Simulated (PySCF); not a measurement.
Isomers of C5H11S (doublet state), one GFN2-xTB conformer each. Single-point energies are computed at B3LYP/pcH-1 (PySCF, gas phase, no added dispersion term), electronic only. GFN2-xTB treats the open shell by occupation alone, and not every SCF solution was tested for stability.

```
    SMILES  GFN2-xTB relative energy (kJ/mol)
 CC[CH]CCS                                0.0
[CH2]CCCCS                               25.8
```

Conformers: `[CH3:1][CH2:2][CH:3][CH2:4][CH2:5][SH:6]` (doublet state) with C1–C2–C3–C4 169°, C2–C3–C4–C5 93°, C3–C4–C5–S6 177°, C4–C5–S6–H 61°; `[CH2:1][CH2:2][CH2:3][CH2:4][CH2:5][SH:6]` (doublet state) with H–C1–C2–C3 150° and -34°, C1–C2–C3–C4 178°, C2–C3–C4–C5 180°, C3–C4–C5–S6 -178°, C4–C5–S6–H -61°.

What does B3LYP/pcH-1 give for the same structures?

| SMILES | B3LYP/pcH-1 E (Eh) | B3LYP/pcH-1 (kJ/mol) | GFN2-xTB (kJ/mol) | point group |
| --- | --- | --- | --- | --- |
| CC[CH]CCS | -595.31839 | 0.0 | 0.0 | C1 |
| [CH2]CCCCS | -595.31248 | 15.5 | 25.8 | – |

Both levels put the same isomer lowest. Neighbours under 21 kJ/mol apart (CC[CH]CCS and [CH2]CCCCS) can change places with a better method, another conformer or zero-point energy.
